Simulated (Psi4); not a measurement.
**A workflow on N2H (dinitrogen monohydride)**

We compute a geometry optimisation (UM06-2X/aug-cc-pVDZ), then vibrational wavenumbers, then a single-point energy (UMP2/def2-TZVPP) of N2H (dinitrogen monohydride). 

The calculation is run with Psi4 1.11.

### Step 1. The structure to begin with

The species is N2H (3 atoms), meant as a doublet with charge 0. As SMILES, `[N]=N`. Geometry: relaxed at PBE0-D4/def2-TZVP. The run starts from this shape.

Bond lengths: N1–N2 1.165 Å, N2–H3 1.057 Å. Angles: N1–N2–H3 117.5°.

### Step 2. A structure relaxation at UM06-2X/aug-cc-pVDZ (density fitting) (run 1)

input.inp reads:

```
memory 1.6 GB

molecule {
  0 2
  N      0.710530    -0.606720     0.326180
  N     -0.268660    -0.217710    -0.170100
  H     -0.441870     0.824430    -0.156080
}

set {
  basis        aug-cc-pVDZ
  reference    uks
  geom_maxiter 60
}

opt('m06-2x')
```

Command:

```sh
$ psi4 -i input.inp -o input.out -n 1
```

input.out:

```text
[...]
  Running in cs symmetry.
[...]
  Nuclear repulsion =   27.719687010035415
[...]
  Multiplicity = 2
[...]
  Nalpha       = 8
  Nbeta        = 7
[...]
    Number of basis functions: 55
[...]
   @DF-UKS iter   1:  -109.95713039788255   -5.07044e-01   7.01564e-03 DIIS/ADIIS
[...]
   @DF-UKS iter  10:  -110.00567953845297   -2.43006e-12   3.78403e-09 DIIS
[...]
   @S^2 Observed:                7.568653606E-01
[...]
    Orbital Energies [Eh]
    ---------------------
    Alpha Occupied:
       1Ap   -14.854444     2Ap   -14.844795     3Ap    -1.198482
       4Ap    -0.768975     5Ap    -0.576816     6Ap    -0.506753
       1App   -0.504927     7Ap    -0.279898
    Alpha Virtual:
       8Ap    -0.006220     2App   -0.005421     9Ap     0.057121
      10Ap     0.089252     3App    0.092059    11Ap     0.128063
      12Ap     0.141484    13Ap     0.149060     4App    0.156966
      14Ap     0.219139    15Ap     0.272286     5App    0.301561
      16Ap     0.343333    17Ap     0.471306    18Ap     0.522714
       6App    0.565749    19Ap     0.570723    20Ap     0.608369
[...]
  @DF-UKS Final Energy:  -110.00567953845297
   => Energetics <=
    Nuclear Repulsion Energy =             27.5531434264138113
    One-Electron Energy =                -202.9153019555932360
    Two-Electron Energy =                  72.1126713330365163
    DFT Exchange-Correlation Energy =      -6.7561923423100563
    Empirical Dispersion Energy =           0.0000000000000000
    VV10 Nonlocal Energy =                  0.0000000000000000
    Total Energy =                       -110.0056795384529664
  UHF NO Occupations:
  HONO-2 :    1App 1.9986316
  HONO-1 :    6 Ap 1.9985639
[...]
 Multipole Moments:
 ------------------------------------------------------------------------------------
     Multipole            Electronic (a.u.)      Nuclear  (a.u.)        Total (a.u.)
 ------------------------------------------------------------------------------------
 L = 1.  Multiply by 2.5417464519 to convert [e a0] to [Debye]
 Dipole X            :          0.3103867           -0.6260587           -0.3156720
 Dipole Y            :         -0.4230527            1.1248736            0.7018209
 Dipole Z            :          0.0000000            0.0000000            0.0000000
 Magnitude           :                                                    0.7695462
[...]
  -Total Gradient:
     Atom            X                  Y                   Z
    ------   -----------------  -----------------  -----------------
       1       -0.000097994306    -0.000024830776     0.000000000000
       2        0.000210931594    -0.000214263698     0.000000000000
       3       -0.000019811593     0.000173732209     0.000000000000
[...]
    Final optimized geometry and variables:
    Molecular point group: cs
    Full point group: Cs
    Geometry (in Angstrom), charge = 0, multiplicity = 2:
    N            0.577281438119    -0.238214068159     0.000000000000
    N           -0.529228178178     0.151874173924     0.000000000000
    H           -0.667668825022     1.199636732412     0.000000000000
    Psi4 run time: 0:00:11.23
[...]
```

The script printed:

```text
Optimizer: Optimization complete!
```

Run time: 12 s. Hardware: 1 thread of Intel Xeon 6975P-C (Granite Rapids), shared host; peak memory 0.5 GiB.

Step by step:

| step | energy from the first frame kept (eV) | largest force (eV/Å) |
| --- | --- | --- |
| 0 | 0.0000 | 0.8714 |
| 1 | -0.0035 | 0.1535 |
| 2 | -0.0037 | 0.0155 |

After the run. Bond lengths: N1–N2 1.173 Å, N2–H3 1.057 Å. Angles: N1–N2–H3 116.9°.

### Step 3. The harmonic vibrations at UM06-2X/aug-cc-pVDZ (density fitting) (run 2)

hn2.py reads:

```python
import psi4

psi4.set_memory('1600 MB')
psi4.set_num_threads(1)
psi4.set_output_file('run.log', False)

mol = psi4.geometry("""
0 2
N
N 1 1.173257
H 2 1.056869 1 116.94642
""")

psi4.set_options({
    'basis': 'aug-cc-pVDZ',
    'reference': 'uks',
    't': 298.15,
    'rotational_symmetry_number': 1,
})

e_tot, wfn = psi4.frequencies("m06-2x", return_wfn=True)
print(f'm06-2x energy: {e_tot:.10f} Eh')
print('wavenumbers / cm^-1:', wfn.frequencies().np.round(1))
for k in ('ZPVE', 'ENTHALPY', 'GIBBS FREE ENERGY'):
    print(f'{k}: {psi4.variable(k):.8f} Eh')
```

Command:

```sh
$ python hn2.py
```

run.log, shortened:

```text
[...]
  Running in cs symmetry.
[...]
  Nuclear repulsion =   27.552640588545572
[...]
  Multiplicity = 2
[...]
  Nalpha       = 8
  Nbeta        = 7
[...]
    Number of basis functions: 55
[...]
   @DF-UKS iter   1:  -109.95850448934351   -5.24764e-01   6.91183e-03 DIIS/ADIIS
[...]
  Running in c1 symmetry.
[...]
   @DF-UKS iter  13:  -110.00567953705212   -1.63425e-12   4.82305e-09 DIIS
[...]
   @S^2 Observed:                7.568654128E-01
[...]
  @DF-UKS Final Energy:  -110.00567953705212
   => Energetics <=
    Nuclear Repulsion Energy =             27.5531333589016505
    One-Electron Energy =                -202.9152839158421671
    Two-Electron Energy =                  72.1126628788830715
    DFT Exchange-Correlation Energy =      -6.7561918589946615
    Empirical Dispersion Energy =           0.0000000000000000
    VV10 Nonlocal Energy =                  0.0000000000000000
    Total Energy =                       -110.0056795370521172
  UHF NO Occupations:
  HONO-2 :    6  A 1.9986316
  HONO-1 :    7  A 1.9985639
[...]
 Multipole Moments:
[...]
  -Total Gradient:
     Atom            X                  Y                   Z
    ------   -----------------  -----------------  -----------------
       1       -0.000055880794    -0.000084182912    -0.000000179436
       2       -0.000133871958     0.000270939410    -0.000000356068
       3        0.000159070230    -0.000077196994     0.000000461307
[...]
  ==> Harmonic Vibrational Analysis <==
[...]
  Freq [cm^-1]                1087.2185           1953.6986           2898.4176
[...]
  IR activ [km/mol]            106.5865            16.8888             29.5586
[...]
  Total E_0, Enthalpy at 0 [K]                                                         -109.99214874 [Eh]
[...]
  Total H, Enthalpy at  298.15 [K]                                                     -109.98834505 [Eh]
[...]
  Total G, Gibbs energy at  298.15 [K]                                                 -110.01381812 [Eh]
[...]
```

Standard output:

```text
m06-2x energy: -110.0056795385 Eh
wavenumbers / cm^-1: [1087.2 1953.7 2898.4]
ZPVE: 0.01353080 Eh
ENTHALPY: -109.98834505 Eh
GIBBS FREE ENERGY: -110.01381812 Eh
```

Wall time 53 s (1 thread of Intel Xeon 6975P-C (Granite Rapids), shared host); peak memory 0.5 GiB.

### Step 4. A single-point energy at UMP2/def2-TZVPP (density fitting, density fitting for correlation) (run 3)

job.inp reads:

```
memory 1600 mb

molecule {
  0 2
  N      0.714542    -0.606478     0.328405
  N     -0.272792    -0.218020    -0.172399
  H     -0.440190     0.825364    -0.155061
}

set basis def2-TZVPP
set reference uhf
set num_frozen_docc 2

E, wfn = energy("mp2", return_wfn=True)
print_variables()
```

Command:

```sh
$ psi4 job.inp job.out -n 1
```

job.out:

```text
[...]
  Running in cs symmetry.
[...]
  Nuclear repulsion =   27.553139548669225
[...]
  Multiplicity = 2
[...]
  Nalpha       = 8
  Nbeta        = 7
[...]
    Number of basis functions: 76
[...]
   @DF-UHF iter   1:  -109.43344161604770   -7.69659e-01   3.78121e-03 ADIIS/DIIS
[...]
   @DF-UHF iter  20:  -109.47249688486340   -1.64846e-12   5.11414e-09 DIIS
[...]
   @S^2 Observed:                8.687657879E-01
[...]
    Orbital Energies [Eh]
    ---------------------
    Alpha Occupied:
       1Ap   -15.661503     2Ap   -15.641191     3Ap    -1.420359
       4Ap    -0.912104     5Ap    -0.713878     6Ap    -0.635053
       1App   -0.570496     7Ap    -0.392230
    Alpha Virtual:
       2App    0.130321     8Ap     0.139453     9Ap     0.362843
      10Ap     0.413669     3App    0.446385    11Ap     0.449512
      12Ap     0.501054    13Ap     0.542112    14Ap     0.580823
       4App    0.591622    15Ap     0.618725     5App    0.826234
      16Ap     0.867655    17Ap     0.950065     6App    1.170136
      18Ap     1.170360     7App    1.319498    19Ap     1.408727
[...]
  @DF-UHF Final Energy:  -109.47249688486340
   => Energetics <=
    Nuclear Repulsion Energy =             27.5531395486692254
    One-Electron Energy =                -202.8713081340872009
    Two-Electron Energy =                  65.8456717005545613
    Total Energy =                       -109.4724968848634035
  UHF NO Occupations:
  HONO-2 :    6 Ap 1.9939428
  HONO-1 :    1App 1.9492458
  HONO-0 :    7 Ap 1.0000000
  LUNO+0 :    2App 0.0507542
  LUNO+1 :    8 Ap 0.0060572
[...]
 Multipole Moments:
 ------------------------------------------------------------------------------------
     Multipole            Electronic (a.u.)      Nuclear  (a.u.)        Total (a.u.)
 ------------------------------------------------------------------------------------
 L = 1.  Multiply by 2.5417464519 to convert [e a0] to [Debye]
 Dipole X            :          0.4044908           -0.6260585           -0.2215677
 Dipole Y            :         -0.3952768            1.1248739            0.7295972
 Dipole Z            :          0.0000000            0.0000000            0.0000000
 Magnitude           :                                                    0.7624987
[...]
```

Run time: 1.8 s. Hardware: 1 thread of Intel Xeon 6975P-C (Granite Rapids), shared host; peak memory 0.2 GiB.

### Step 5. Outcome

```
                                                                             quantity             value
                                  run 1, UM06-2X/aug-cc-pVDZ: total energy at the end     -110.00568 Eh
                                            run 1, UM06-2X/aug-cc-pVDZ: dipole moment            1.96 D
                       run 1, UM06-2X/aug-cc-pVDZ: HOMO energy (highest over α and β)          -7.62 eV
                        run 1, UM06-2X/aug-cc-pVDZ: LUMO energy (lowest over α and β)          -0.85 eV
                                                     run 1, UM06-2X/aug-cc-pVDZ: ⟨S²⟩             0.757
                               run 2, UM06-2X/aug-cc-pVDZ: lowest harmonic wavenumber         1087 cm⁻¹
                              run 2, UM06-2X/aug-cc-pVDZ: highest harmonic wavenumber         2898 cm⁻¹
                                        run 2, UM06-2X/aug-cc-pVDZ: zero-point energy       35.5 kJ/mol
run 2, UM06-2X/aug-cc-pVDZ: ideal-gas entropy at 298.15 K (symmetry number 1 as used)  53.6 cal/(mol K)
                                                 run 3, UMP2/def2-TZVPP: total energy     -109.82863 Eh
   run 3, UMP2/def2-TZVPP: HOMO energy (Hartree–Fock orbitals) (highest over α and β)         -10.67 eV
    run 3, UMP2/def2-TZVPP: LUMO energy (Hartree–Fock orbitals) (lowest over α and β)           3.22 eV
                  run 3, UMP2/def2-TZVPP: correlation energy (2 core orbitals frozen)        -356.1 mEh
                            run 3, UMP2/def2-TZVPP: ⟨S²⟩ of the reference determinant             0.869
```

The optimisation (run 1, UM06-2X/aug-cc-pVDZ) took 3 steps and changed the energy by -0.004 eV. All 3 modes (run 2, UM06-2X/aug-cc-pVDZ) are real, so the shape is a minimum at this level. ⟨S²⟩ (run 3, UMP2/def2-TZVPP) is 0.87 where a pure doublet has 0.75: the reference is spin-contaminated.
